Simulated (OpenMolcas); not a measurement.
# UBMK/ANO-L-MB run of PH2 (SMILES [PH2])

Aim: the vertical doublet–quartet gap of PH2 at UBMK/ANO-L-MB, from 2 runs. 

The calculation is run with OpenMolcas 26.06.

### Step 1. The molecule

The species is PH2 (3 atoms), meant as a doublet with charge 0. SMILES: `[PH2]`. Geometry: relaxed at GFN2-xTB.

Bond lengths: P1–H2 1.392 Å, P1–H3 1.392 Å. Angles: H2–P1–H3 91.4°.

### Step 2. The energy at UBMK/ANO-L-MB

geom.xyz reads:

```xyz
3

P      0.514470    -0.302750     0.252680
H      0.111510     1.027360     0.172420
H     -0.625980    -0.724620    -0.425100
```

job.input reads:

```
* H2P Kohn-Sham DFT
>>> EXPORT MOLCAS_PRINT=2

&GATEWAY
  Coord
  geom.xyz
  Basis
  ANO-L-MB
  Group
  NoSym

&SEWARD

&SCF
  UHF
  Spin
  2
  KSDFT
  2
  1.0 HYB_MGGA_X_BMK
  1.0 GGA_C_BMK
  PrOrbitals
  0
```

Started as:

```console
export MOLCAS_MEM=1860
pymolcas job.input > job.log
```

The program printed:

```text
--- Start Module: gateway ---
[...]
--- Stop Module: gateway /rc=_RC_ALL_IS_WELL_ ---
--- Start Module: seward ---
[...]
      Basis functions           11
--- Stop Module: seward /rc=_RC_ALL_IS_WELL_ ---
--- Start Module: scf ---
[...]
       Convergence after   8 Iterations
[...]
::    Total KS-DFT energy                            -342.3340546783
[...]
      Total spin, S                                     0.5004114109
[...]
      Total electronic charge=   17.000000
      Total            charge=   -0.000000
[...]
      Dipole Moment (debye):
      Origin of the operator (angstrom)=    0.4673   -0.2750    0.2295
                   X= -7.8000E-01               Y=  4.5900E-01               Z= -3.8309E-01           Total=  9.8277E-01
      Quadrupole Moment (debye*angstrom):
[...]
--- Stop Module: scf /rc=_RC_ALL_IS_WELL_ ---
[...]
```

Run time: 2.6 s. Hardware: 1 thread of Arm Neoverse V1, shared host; peak memory 0.37 GiB.

### Step 3. The quartet

geom.xyz is that of step 2.

job.inp reads:

```
&GATEWAY
 Coord
 geom.xyz
 Basis
 ANO-L-MB
 Group
 NoSym

&SEWARD

&SCF
 UHF
 Spin
 4
 KSDFT
 2
 1.0 HYB_MGGA_X_BMK
 1.0 GGA_C_BMK
 PrOrbitals
 0
```

Started as:

```console
export MOLCAS_MEM=1860
pymolcas job.inp > job.log
```

The program printed:

```text
--- Start Module: gateway ---
[...]
--- Stop Module: gateway /rc=_RC_ALL_IS_WELL_ ---
--- Start Module: seward ---
[...]
      Basis functions           11
--- Stop Module: seward /rc=_RC_ALL_IS_WELL_ ---
--- Start Module: scf ---
[...]
       Convergence after  10 Iterations
[...]
::    Total KS-DFT energy                            -341.9949955021
[...]
      Total spin, S                                     1.5002769668
[...]
      Total electronic charge=   17.000000
      Total            charge=   -0.000000
[...]
      Dipole Moment (debye):
      Origin of the operator (angstrom)=    0.4673   -0.2750    0.2295
                   X=  3.2184E-01               Y= -1.8946E-01               Z=  1.5806E-01           Total=  4.0554E-01
      Quadrupole Moment (debye*angstrom):
[...]
--- Stop Module: scf /rc=_RC_ALL_IS_WELL_ ---
[...]
```

Run time: 2.7 s. Hardware: 1 thread of Arm Neoverse V1, shared host; peak memory 0.37 GiB.

### Step 4. Summary of results

Level: UBMK/ANO-L-MB.

```
                                        quantity          value
                           doublet: total energy  -342.33405 Eh
                          doublet: dipole moment         0.98 D
     doublet: HOMO energy (highest over α and β)       -8.94 eV
      doublet: LUMO energy (lowest over α and β)       -4.02 eV
                                   doublet: ⟨S²⟩          0.751
                           quartet: total energy  -341.99500 Eh
                          quartet: dipole moment         0.41 D
     quartet: HOMO energy (highest over α and β)       -0.69 eV
                                   quartet: ⟨S²⟩          3.751
vertical energy of the quartet above the doublet       9.226 eV
```

What this shows: This program's gradients are faulty for this kind of reference, so any forces in the log (quartet) can't be trusted; the energy can. This program's gradients are faulty for this kind of reference, so any forces in the log (doublet) can't be trusted; the energy can. At this shape the quartet lies 9.23 eV (213 kcal/mol) above the doublet. In a minimal basis such a difference can be off by several eV, whatever the method. Mulliken charges (quartet) run from -0.03 on H2 to +0.07 on P1; they depend strongly on the basis.
